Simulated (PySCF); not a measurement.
# BH3O (BH2(OH)): BCCD(T)/STO-3G

What is the energy change on altering one bond length of BH3O (BH2(OH)) at BCCD(T)/STO-3G? The job is set up through a Python script.

The calculation is run with PySCF 2.14.0.

8 further runs of the same task are left out: 8 set aside as unsound or not needed.

**1. The molecule**

BH3O has 5 atoms, charge 0, and is taken as a singlet. As SMILES, `[H]B([H])O`. The coordinates come from a GFN2-xTB relaxation.

Bond lengths: B1–O4 1.325 Å, B1–H2 1.172 Å, B1–H3 1.182 Å, O4–H5 0.958 Å. Angles: B1–O4–H5 117.9°, H2–B1–O4 115.8°, H3–B1–O4 122.8°, H2–B1–H3 121.4°.

**2. A single-point energy at BCCD(T)/STO-3G**

File run.py:

```python
from pyscf import gto, cc
from pyscf.cc.bccd import bccd_kernel_

molecule = gto.Mole()
molecule.atom = [
    ('B', (0.270970, 0.302480, -0.108500)),
    ('H', (1.403550, 0.390040, -0.395610)),
    ('H', (-0.432910, 1.251360, -0.080700)),
    ('O', (-0.159420, -0.918700, 0.174490)),
    ('H', (-1.082200, -1.025180, 0.410320)),
]
molecule.basis = 'sto-3g'
molecule.charge = 0
molecule.verbose = 4
molecule.max_memory = 1860
molecule.spin = 0
molecule.build()

hf = molecule.RHF()
hf.conv_tol = 1e-10
hf.kernel()
if not hf.converged:
    hf = hf.newton().run(hf.mo_coeff, hf.mo_occ)

mycc = cc.CCSD(hf, frozen=2).run()
mycc = bccd_kernel_(mycc, diis=True)
e_t = mycc.ccsd_t()
e_tot = mycc.e_tot + e_t
print(f'total energy: {e_tot:.8f} hartree')
```

The run is started by

```sh
OMP_NUM_THREADS=1 python run.py
```

Standard output:

```text
PySCF version 2.14.0

[INPUT] num. atoms = 5
[INPUT] num. electrons = 16
[INPUT] charge = 0
[INPUT] spin (= nelec alpha-beta = 2S) = 0
[INPUT] symmetry False subgroup None
[INPUT] Mole.unit = angstrom
[INPUT] Symbol           X                Y                Z      unit          X                Y                Z       unit  Magmom
[INPUT]  1 B      0.270970000000   0.302480000000  -0.108500000000 AA    0.512059087973   0.571604358158  -0.205035284515 Bohr   0.0
[INPUT]  2 H      1.403550000000   0.390040000000  -0.395610000000 AA    2.652325102133   0.737068777625  -0.747594552139 Bohr   0.0
[INPUT]  3 H     -0.432910000000   1.251360000000  -0.080700000000 AA   -0.818081336585   2.364727683236  -0.152500898252 Bohr   0.0
[INPUT]  4 O     -0.159420000000  -0.918700000000   0.174490000000 AA   -0.301260138778  -1.736091390638   0.329738311475 Bohr   0.0
[INPUT]  5 H     -1.082200000000  -1.025180000000   0.410320000000 AA   -2.045061612004  -1.937309428382   0.775392423432 Bohr   0.0

nuclear repulsion = 30.8085109473902
number of shells = 9
number of NR pGTOs = 39
number of NR cGTOs = 13
basis = sto-3g
ecp = {}

******** <class 'pyscf.scf.hf.RHF'> ********
method = RHF
initial guess = minao
damping factor = 0
level_shift factor = 0
DIIS = <class 'pyscf.scf.diis.CDIIS'>
diis_start_cycle = 1
diis_space = 8
diis_damp = 0
SCF conv_tol = 1e-10
SCF conv_tol_grad = None
SCF max_cycles = 50
direct_scf = True
direct_scf_tol = 1e-13
Set gradient conv threshold to 1e-05
Initial guess from minao.
init E= -100.052284641325
  HOMO = -0.306101123581861  LUMO = 0.185807662731905  gap/eV = 13.38552
cycle= 1 E= -99.9295615054166  delta_E= 0.123  |g|= 0.388  |ddm|= 2.38
  HOMO = -0.330660302294143  LUMO = 0.310384630360425  gap/eV = 17.44372
cycle= 2 E= -99.9785844702954  delta_E= -0.049  |g|= 0.138  |ddm|= 0.625
  HOMO = -0.38808547617813  LUMO = 0.31450294049305  gap/eV = 19.11840
cycle= 3 E= -99.9841444446466  delta_E= -0.00556  |g|= 0.0221  |ddm|= 0.173
  HOMO = -0.390821241745265  LUMO = 0.313087329104745  gap/eV = 19.15433
cycle= 4 E= -99.9843801834712  delta_E= -0.000236  |g|= 0.00102  |ddm|= 0.0457
  HOMO = -0.390595565444149  LUMO = 0.313318538921756  gap/eV = 19.15448
cycle= 5 E= -99.9843806766537  delta_E= -4.93e-07  |g|= 0.0002  |ddm|= 0.00195
  HOMO = -0.390650158166546  LUMO = 0.313256410584501  gap/eV = 19.15427
cycle= 6 E= -99.9843806964011  delta_E= -1.97e-08  |g|= 2.93e-05  |ddm|= 0.000418
  HOMO = -0.390649801379546  LUMO = 0.313258783645248  gap/eV = 19.15433
cycle= 7 E= -99.984380696949  delta_E= -5.48e-10  |g|= 6.48e-06  |ddm|= 7.4e-05
  HOMO = -0.390650355450148  LUMO = 0.313258113630505  gap/eV = 19.15433
cycle= 8 E= -99.9843806969791  delta_E= -3.01e-11  |g|= 1.39e-06  |ddm|= 1.62e-05
  HOMO = -0.39065049283547  LUMO = 0.313258253710181  gap/eV = 19.15433
Extra cycle  E= -99.9843806969804  delta_E= -1.28e-12  |g|= 6.1e-07  |ddm|= 2.28e-06
converged SCF energy = -99.9843806969804

******** <class 'pyscf.cc.ccsd.CCSD'> ********
CC2 = 0
CCSD nocc = 6, nmo = 11
frozen orbitals 2
max_cycle = 50
direct = 0
conv_tol = 1e-07
conv_tol_normt = 1e-05
diis_space = 6
diis_start_cycle = 0
diis_start_energy_diff = 1e+09
Init t2, MP2 energy = -100.066393115292  E_corr(MP2) -0.0820124183114192
Init E_corr(CCSD) = -0.0820124183116097
cycle = 1  E_corr(CCSD) = -0.0941784524700167  dE = -0.0121660342  norm(t1,t2) = 0.0551124
cycle = 2  E_corr(CCSD) = -0.100937546602961  dE = -0.00675909413  norm(t1,t2) = 0.0204625
cycle = 3  E_corr(CCSD) = -0.10373623568993  dE = -0.00279868909  norm(t1,t2) = 0.0109169
cycle = 4  E_corr(CCSD) = -0.104726663214843  dE = -0.000990427525  norm(t1,t2) = 0.00355248
cycle = 5  E_corr(CCSD) = -0.104541454084897  dE = 0.00018520913  norm(t1,t2) = 0.00103389
cycle = 6  E_corr(CCSD) = -0.104542806161581  dE = -1.35207668e-06  norm(t1,t2) = 0.00012688
cycle = 7  E_corr(CCSD) = -0.104540158368111  dE = 2.64779347e-06  norm(t1,t2) = 4.27977e-05
cycle = 8  E_corr(CCSD) = -0.104540086032315  dE = 7.23357958e-08  norm(t1,t2) = 1.14465e-05
cycle = 9  E_corr(CCSD) = -0.104539967247745  dE = 1.18784571e-07  norm(t1,t2) = 3.71416e-06
cycle = 10  E_corr(CCSD) = -0.104539969909873  dE = -2.66212806e-09  norm(t1,t2) = 7.80492e-07
CCSD converged
E(CCSD) = -100.0889206668903  E_corr = -0.1045399699098726
BCCD loop starts.

******** <class 'pyscf.cc.ccsd.CCSD'> ********
CC2 = 0
CCSD nocc = 6, nmo = 11
frozen orbitals 2
max_cycle = 50
direct = 0
conv_tol = 1e-07
conv_tol_normt = 1e-05
diis_space = 6
diis_start_cycle = 0
diis_start_energy_diff = 1e+09
Init E_corr(CCSD) = -0.102191920375304
cycle = 1  E_corr(CCSD) = -0.115676750514776  dE = -0.0134848301  norm(t1,t2) = 0.071771
cycle = 2  E_corr(CCSD) = -0.11091752536113  dE = 0.00475922515  norm(t1,t2) = 0.0151375
cycle = 3  E_corr(CCSD) = -0.111591257778648  dE = -0.000673732418  norm(t1,t2) = 0.00853926
cycle = 4  E_corr(CCSD) = -0.111212111611738  dE = 0.000379146167  norm(t1,t2) = 0.00442026
cycle = 5  E_corr(CCSD) = -0.111199158544717  dE = 1.2953067e-05  norm(t1,t2) = 0.000530343
cycle = 6  E_corr(CCSD) = -0.111185573616558  dE = 1.35849282e-05  norm(t1,t2) = 0.000172534
cycle = 7  E_corr(CCSD) = -0.11118160699492  dE = 3.96662164e-06  norm(t1,t2) = 3.82945e-05
cycle = 8  E_corr(CCSD) = -0.11118134194417  dE = 2.6505075e-07  norm(t1,t2) = 8.85305e-06
cycle = 9  E_corr(CCSD) = -0.111181284778129  dE = 5.71660418e-08  norm(t1,t2) = 2.62592e-06
CCSD converged
E(CCSD) = -100.0876949138302  E_corr = -0.1111812847781286
BCC iter:    0  E:    -100.087694913830  dE:    1.226e-03  |t1|:    1.248e-02

******** <class 'pyscf.cc.ccsd.CCSD'> ********
CC2 = 0
CCSD nocc = 6, nmo = 11
frozen orbitals 2
max_cycle = 50
direct = 0
conv_tol = 1e-07
conv_tol_normt = 1e-05
diis_space = 6
diis_start_cycle = 0
diis_start_energy_diff = 1e+09
Init E_corr(CCSD) = -0.10991684257524
cycle = 1  E_corr(CCSD) = -0.108276530775049  dE = 0.0016403118  norm(t1,t2) = 0.012891
cycle = 2  E_corr(CCSD) = -0.109063314114569  dE = -0.00078678334  norm(t1,t2) = 0.00215693
cycle = 3  E_corr(CCSD) = -0.108979450230489  dE = 8.38638841e-05  norm(t1,t2) = 0.000930958
cycle = 4  E_corr(CCSD) = -0.10902842764578  dE = -4.89774153e-05  norm(t1,t2) = 0.000351354
cycle = 5  E_corr(CCSD) = -0.109032038679559  dE = -3.61103378e-06  norm(t1,t2) = 9.36918e-05
cycle = 6  E_corr(CCSD) = -0.109032566177218  dE = -5.27497659e-07  norm(t1,t2) = 2.31978e-05
cycle = 7  E_corr(CCSD) = -0.109032625826591  dE = -5.96493731e-08  norm(t1,t2) = 6.85696e-06
CCSD converged
E(CCSD) = -100.0879528912541  E_corr = -0.1090326258265913
BCC iter:    1  E:    -100.087952891254  dE:   -2.580e-04  |t1|:    1.183e-03

******** <class 'pyscf.cc.ccsd.CCSD'> ********
CC2 = 0
CCSD nocc = 6, nmo = 11
frozen orbitals 2
max_cycle = 50
direct = 0
conv_tol = 1e-07
conv_tol_normt = 1e-05
diis_space = 6
diis_start_cycle = 0
diis_start_energy_diff = 1e+09
Init E_corr(CCSD) = -0.109107997193829
cycle = 1  E_corr(CCSD) = -0.109266759504962  dE = -0.000158762311  norm(t1,t2) = 0.00109571
cycle = 2  E_corr(CCSD) = -0.109197834018663  dE = 6.89254863e-05  norm(t1,t2) = 0.000196575
cycle = 3  E_corr(CCSD) = -0.109205445778793  dE = -7.61176013e-06  norm(t1,t2) = 9.6989e-05
cycle = 4  E_corr(CCSD) = -0.109200176880511  dE = 5.26889828e-06  norm(t1,t2) = 4.56355e-05
cycle = 5  E_corr(CCSD) = -0.109200041576667  dE = 1.35303844e-07  norm(t1,t2) = 8.60252e-06
cycle = 6  E_corr(CCSD) = -0.109200014365759  dE = 2.72109085e-08  norm(t1,t2) = 1.75163e-06
CCSD converged
E(CCSD) = -100.0879324249301  E_corr = -0.1092000143657585
BCC iter:    2  E:    -100.087932424930  dE:    2.047e-05  |t1|:    1.596e-05

******** <class 'pyscf.cc.ccsd.CCSD'> ********
CC2 = 0
CCSD nocc = 6, nmo = 11
frozen orbitals 2
max_cycle = 50
direct = 0
conv_tol = 1e-07
conv_tol_normt = 1e-05
diis_space = 6
diis_start_cycle = 0
diis_start_energy_diff = 1e+09
Init E_corr(CCSD) = -0.109199983080761
cycle = 1  E_corr(CCSD) = -0.109199771874518  dE = 2.11206242e-07  norm(t1,t2) = 1.31373e-05
cycle = 2  E_corr(CCSD) = -0.10919988330542  dE = -1.11430902e-07  norm(t1,t2) = 2.70124e-06
cycle = 3  E_corr(CCSD) = -0.109199883896738  dE = -5.9131762e-10  norm(t1,t2) = 9.82785e-07
CCSD converged
E(CCSD) = -100.087932488284  E_corr = -0.1091998838967379
BCC iter:    3  E:    -100.087932488284  dE:   -6.335e-08  |t1|:    1.038e-06
CCSD(T) correction = -0.00399623885353463
total energy: -100.09192873 hartree
```

Wall time 0.76 s (1 thread of Arm Neoverse V2, shared host); peak memory 0.12 GiB.

**3. The distorted shape**

File calc.py:

```python
from pyscf import gto, cc
from pyscf.cc.bccd import bccd_kernel_

molecule = gto.Mole()
molecule.atom = [
    ('B', (0.357035, 0.546678, -0.165089)),
    ('H', (1.489615, 0.634238, -0.452199)),
    ('H', (-0.346845, 1.495558, -0.137289)),
    ('O', (-0.159420, -0.918700, 0.174490)),
    ('H', (-1.082200, -1.025180, 0.410320)),
]
molecule.max_memory = 1860
molecule.spin = 0
molecule.verbose = 3
molecule.basis = 'sto-3g'
molecule.build()

mf = molecule.RHF()
mf.conv_tol = 1e-10
mf.kernel()
if not mf.converged:
    mf = mf.newton().run(mf.mo_coeff, mf.mo_occ)

mycc = cc.CCSD(mf, frozen=2).run()
mycc = bccd_kernel_(mycc, diis=True)
e_t = mycc.ccsd_t()
etot = mycc.e_tot + e_t
print('E(%s) = %.9f' % ('BCCD(T)', etot))
```

The run is started by

```sh
OMP_NUM_THREADS=1 python calc.py
```

Standard output:

```text
converged SCF energy = -99.9334720856939
E(CCSD) = -100.0436071144977  E_corr = -0.1101350288037332
BCCD loop starts.

******** <class 'pyscf.cc.ccsd.CCSD'> ********
CC2 = 0
CCSD nocc = 6, nmo = 11
frozen orbitals 2
max_cycle = 50
direct = 0
conv_tol = 1e-07
conv_tol_normt = 1e-05
diis_space = 6
diis_start_cycle = 0
diis_start_energy_diff = 1e+09
Init E_corr(CCSD) = -0.104874294418649
cycle = 1  E_corr(CCSD) = -0.132292701540824  dE = -0.0274184071  norm(t1,t2) = 0.118796
cycle = 2  E_corr(CCSD) = -0.119094650900362  dE = 0.0131980506  norm(t1,t2) = 0.0385073
cycle = 3  E_corr(CCSD) = -0.122602731817808  dE = -0.00350808092  norm(t1,t2) = 0.0239662
cycle = 4  E_corr(CCSD) = -0.122586187182819  dE = 1.6544635e-05  norm(t1,t2) = 0.00963028
cycle = 5  E_corr(CCSD) = -0.122625764676341  dE = -3.95774935e-05  norm(t1,t2) = 0.00189724
cycle = 6  E_corr(CCSD) = -0.122606491555307  dE = 1.9273121e-05  norm(t1,t2) = 0.000694221
cycle = 7  E_corr(CCSD) = -0.122604719231734  dE = 1.77232357e-06  norm(t1,t2) = 0.000191213
cycle = 8  E_corr(CCSD) = -0.122606938295963  dE = -2.21906423e-06  norm(t1,t2) = 4.86405e-05
cycle = 9  E_corr(CCSD) = -0.122607528444087  dE = -5.90148124e-07  norm(t1,t2) = 1.41792e-05
cycle = 10  E_corr(CCSD) = -0.122608234088156  dE = -7.05644069e-07  norm(t1,t2) = 4.68281e-06
cycle = 11  E_corr(CCSD) = -0.122608352820967  dE = -1.18732811e-07  norm(t1,t2) = 9.67361e-07
cycle = 12  E_corr(CCSD) = -0.122608365436154  dE = -1.26151877e-08  norm(t1,t2) = 3.72522e-07
CCSD converged
E(CCSD) = -100.0406733590388  E_corr = -0.1226083654361544
BCC iter:    0  E:    -100.040673359039  dE:    2.934e-03  |t1|:    2.325e-02

******** <class 'pyscf.cc.ccsd.CCSD'> ********
CC2 = 0
CCSD nocc = 6, nmo = 11
frozen orbitals 2
max_cycle = 50
direct = 0
conv_tol = 1e-07
conv_tol_normt = 1e-05
diis_space = 6
diis_start_cycle = 0
diis_start_energy_diff = 1e+09
Init E_corr(CCSD) = -0.119535381530623
cycle = 1  E_corr(CCSD) = -0.115887796857718  dE = 0.00364758467  norm(t1,t2) = 0.0247284
cycle = 2  E_corr(CCSD) = -0.118035579147066  dE = -0.00214778229  norm(t1,t2) = 0.00601944
cycle = 3  E_corr(CCSD) = -0.117573151086152  dE = 0.000462428061  norm(t1,t2) = 0.00360505
cycle = 4  E_corr(CCSD) = -0.117636407667376  dE = -6.32565812e-05  norm(t1,t2) = 0.00109353
cycle = 5  E_corr(CCSD) = -0.117638734856112  dE = -2.32718874e-06  norm(t1,t2) = 0.000327837
cycle = 6  E_corr(CCSD) = -0.117637941755509  dE = 7.93100603e-07  norm(t1,t2) = 0.000111933
cycle = 7  E_corr(CCSD) = -0.117636972740348  dE = 9.69015161e-07  norm(t1,t2) = 4.04928e-05
cycle = 8  E_corr(CCSD) = -0.117636903298845  dE = 6.94415037e-08  norm(t1,t2) = 1.14244e-05
cycle = 9  E_corr(CCSD) = -0.11763679530028  dE = 1.07998565e-07  norm(t1,t2) = 3.99958e-06
cycle = 10  E_corr(CCSD) = -0.117636701538809  dE = 9.37614701e-08  norm(t1,t2) = 7.29636e-07
CCSD converged
E(CCSD) = -100.041250878921  E_corr = -0.1176367015388094
BCC iter:    1  E:    -100.041250878921  dE:   -5.775e-04  |t1|:    3.404e-03

******** <class 'pyscf.cc.ccsd.CCSD'> ********
CC2 = 0
CCSD nocc = 6, nmo = 11
frozen orbitals 2
max_cycle = 50
direct = 0
conv_tol = 1e-07
conv_tol_normt = 1e-05
diis_space = 6
diis_start_cycle = 0
diis_start_energy_diff = 1e+09
Init E_corr(CCSD) = -0.117889546661982
cycle = 1  E_corr(CCSD) = -0.118441408945982  dE = -0.000551862284  norm(t1,t2) = 0.00309837
cycle = 2  E_corr(CCSD) = -0.118133831263167  dE = 0.000307577683  norm(t1,t2) = 0.000907045
cycle = 3  E_corr(CCSD) = -0.118206249751448  dE = -7.24184883e-05  norm(t1,t2) = 0.000565032
cycle = 4  E_corr(CCSD) = -0.118200245506796  dE = 6.00424465e-06  norm(t1,t2) = 0.000217285
cycle = 5  E_corr(CCSD) = -0.118201369683917  dE = -1.12417712e-06  norm(t1,t2) = 4.97653e-05
cycle = 6  E_corr(CCSD) = -0.118201479048767  dE = -1.0936485e-07  norm(t1,t2) = 1.29532e-05
cycle = 7  E_corr(CCSD) = -0.118201645103166  dE = -1.66054398e-07  norm(t1,t2) = 4.63374e-06
cycle = 8  E_corr(CCSD) = -0.118201638991333  dE = 6.11183219e-09  norm(t1,t2) = 9.82544e-07
CCSD converged
E(CCSD) = -100.0411751639377  E_corr = -0.1182016389913333
BCC iter:    2  E:    -100.041175163938  dE:    7.571e-05  |t1|:    4.030e-05

******** <class 'pyscf.cc.ccsd.CCSD'> ********
CC2 = 0
CCSD nocc = 6, nmo = 11
frozen orbitals 2
max_cycle = 50
direct = 0
conv_tol = 1e-07
conv_tol_normt = 1e-05
diis_space = 6
diis_start_cycle = 0
diis_start_energy_diff = 1e+09
Init E_corr(CCSD) = -0.118202315920935
cycle = 1  E_corr(CCSD) = -0.118202797348739  dE = -4.81427805e-07  norm(t1,t2) = 3.17862e-05
cycle = 2  E_corr(CCSD) = -0.118202353763661  dE = 4.43585079e-07  norm(t1,t2) = 7.01524e-06
cycle = 3  E_corr(CCSD) = -0.118202755873008  dE = -4.02109348e-07  norm(t1,t2) = 3.54378e-06
cycle = 4  E_corr(CCSD) = -0.118202615280838  dE = 1.40592171e-07  norm(t1,t2) = 1.7047e-06
cycle = 5  E_corr(CCSD) = -0.118202668925478  dE = -5.36446405e-08  norm(t1,t2) = 9.29518e-07
CCSD converged
E(CCSD) = -100.0411752835876  E_corr = -0.1182026689254781
BCC iter:    3  E:    -100.041175283588  dE:   -1.196e-07  |t1|:    2.271e-06
CCSD(T) correction = -0.0072259522418776
E(BCCD(T)) = -100.048401236
```

Wall time 0.84 s (1 thread of Arm Neoverse V2, shared host); peak memory 0.12 GiB.

**4. Outcome**

Level: BCCD(T)/STO-3G, 2 core orbitals frozen.

```
                                                         quantity          value
                                        first shape: total energy  -100.09193 Eh
         first shape: correlation energy (2 core orbitals frozen)     -107.5 mEh
                                      first shape: (T) correction      -4.00 mEh
                                    distorted shape: total energy  -100.04840 Eh
     distorted shape: correlation energy (2 core orbitals frozen)     -114.9 mEh
                                  distorted shape: (T) correction      -7.23 mEh
energy change with the B1–O4 bond stretched from 1.325 to 1.590 Å       1.184 eV
```

**Reading.** With the B1–O4 bond stretched from 1.325 to 1.590 Å the energy rises by 1.18 eV (27 kcal/mol). The first shape isn't relaxed at this level, so the change isn't measured from a minimum. The minimal basis adds a large error of its own. The triples (first shape) make up 3.7 % of the correlation energy. The triples (distorted shape) make up 6.3 % of the correlation energy.
